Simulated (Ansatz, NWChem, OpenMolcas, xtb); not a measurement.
# Errors in the dipole moment

6 molecules holding an element from Na to Cl; the dipole moment in D, computed less measured. Shapes, held fixed at every level: PBE0-D4/def2-TZVP; PN, SiS at the measured bond length. No vibrational averaging. Dipoles are compared by magnitude; molecules under 1 D, whose direction can flip, are left out. Programs: Ansatz 0.2.0, NWChem 7.3.0, OpenMolcas 26.06, xtb 6.7.1. A level may come from different programs for different species; with the same settings they agree closely. Measured values: NIST CCCBDB.

Levels: A = GFN2-xTB; B = HF/def2-SVP; C = PBE0/def2-SVP; D = B3LYP/6-31G* (spherical functions).

```
                     molecule  measured      A      B      C      D
      PN (phosphorus nitride)      2.75  -0.80  +0.21  -0.21  -0.30
      SiS (SMILES [Si-]#[S+])      1.73  +2.43  +0.36  -0.21  +0.01
 PF3 (phosphorus trifluoride)      1.03  +0.16  +0.52  +0.07  -0.06
        CH3Cl (chloromethane)      1.87  +0.17  +0.22  +0.01  +0.14
SCl2O2 (SMILES O=S(=O)(Cl)Cl)      1.81  -0.77  +0.48  -0.18  -0.33
     C2H6S (dimethyl sulfide)      1.50  +0.93  +0.16  +0.07  +0.20
```

Sum up the errors.


```
                             level            kind  mean error  mean absolute error  worst case
                          GFN2-xTB  semi-empirical      +0.353                0.877         SiS
                       HF/def2-SVP    Hartree–Fock      +0.325                0.325         PF3
                     PBE0/def2-SVP   global hybrid      -0.075                0.125          PN
B3LYP/6-31G* (spherical functions)   global hybrid      -0.057                0.173      SCl2O2
```

On this set PBE0/def2-SVP has the smallest mean absolute error and GFN2-xTB the largest. HF/def2-SVP is too high in 6 of 6. The levels differ in basis as well as in method. The set is small.
